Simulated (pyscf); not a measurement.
Elementary routes open to H₃Sn–SnH₃ + hydrogen fluoride (HF) in the gas phase (singlet surface):
A. F–SnH₃ + SnH₄ (Sn–Sn, F–H broken; F–Sn, H–Sn formed)
B. F–SnH₂–SnH₃ + hydrogen (H₂) (H–Sn, F–H broken; F–Sn, H–H formed)

Single points on ωB97X-D3(BJ)/def2-SVP structures (PySCF, gas phase).

### Question
Rank the routes by free-energy barrier at 1200 K, lowest first, for ωB97M-D3(BJ)/def2-TZVP energies (ideal gas, 1 atm, RRHO with modes under 100 cm⁻¹ raised to 100, one conformer, R ln 2 for chiral ones without a mode under 150 cm⁻¹).

### Answer
B (260.2 kJ/mol), A (286.2 kJ/mol)

Route B is the fastest of these, ahead of the next by 25.9 kJ/mol. The most stable products are those of B (ΔG = -41.9 kJ/mol), so kinetics and thermodynamics agree. At 298 K B is still the fastest. Only these routes are compared; each barrier is that of the saddle found, and lower ones may exist. Elements past Kr carry the def2 core potentials, without spin-orbit coupling.
